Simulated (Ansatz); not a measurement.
**O–Al–OH, singlet: vertical spin and charge gaps**

Geometry (PBE0/def2-TZVP stationary point for this spin, not checked as a minimum):

```
atom   x (Å)   y (Å)    z (Å)
   O  0.0000  0.0000  -2.2486
  Al  0.0000  0.0000  -0.6530
   O  0.0000  0.0000   0.9779
   H  0.0000  0.0000   1.9238
```

Basis cc-pVTZ; Ansatz 0.2.0. Correlated methods freeze the noble-gas cores. Prefix R: restricted or restricted open-shell reference; prefix U: unrestricted.

Gaps are energies of the second state less the first, at fixed atoms, for a selection of the levels run; each method lands on the state that its own search finds for that charge and spin.

Task: PBE gives 10.018 eV for removing an electron, to the doublet. Estimate what UCCSDT(Q) gives in cc-pVTZ.

Result: UCCSDT(Q) in cc-pVTZ gives 9.809 eV, so against it PBE is off by 0.209 eV, of which a good part can be the reference's own basis and frozen-core error.

| level | gap (eV) | error (meV) |
| --- | --- | --- |
| RMP2 | 10.117 | 308 |
| UMP2 | 10.127 | 318 |
| RCCSD | 9.567 | -242 |
| BCCD(T) | 9.794 | -15 |
| UCCSDT | 9.776 | -33 |
| RCCSDT(Q) | 9.813 | 4 |
| r2SCAN | 9.790 | -19 |
| B2PLYP | 9.909 | 100 |
| RPA-PBE | 10.047 | 238 |

Task: PBE gives 3.164 eV for triplet less singlet. Estimate what UCCSDT(Q) gives in cc-pVTZ.

Result: UCCSDT(Q) in cc-pVTZ gives 3.240 eV, so against it PBE is off by -0.076 eV, of which a good part can be the reference's own basis and frozen-core error.

```tsv
level	gap (eV)	error (meV)
RHF	1.738	-1502
UHF	1.593	-1647
RMP2	3.646	406
UMP2	3.659	419
RCCSD	3.054	-186
UCCSD	3.051	-189
RCCSD(T)	3.227	-13
UCCSD(T)	3.226	-14
BCCD(T)	3.233	-7
RCCSDT	3.212	-28
UCCSDT	3.210	-30
RCCSDT(Q)	3.245	5
r2SCAN	2.962	-278
PBE0	2.866	-374
B3LYP	3.004	-236
wB97M-V	3.054	-186
B2PLYP	3.248	8
RPA-PBE	3.048	-192
```

Full CI isn't at hand for all of this; UCCSDT(Q) serves as the reference, and is uncertain by about the last step of the cluster series. The frozen core follows each run's orbitals, which can shift R against U totals by a few meV.
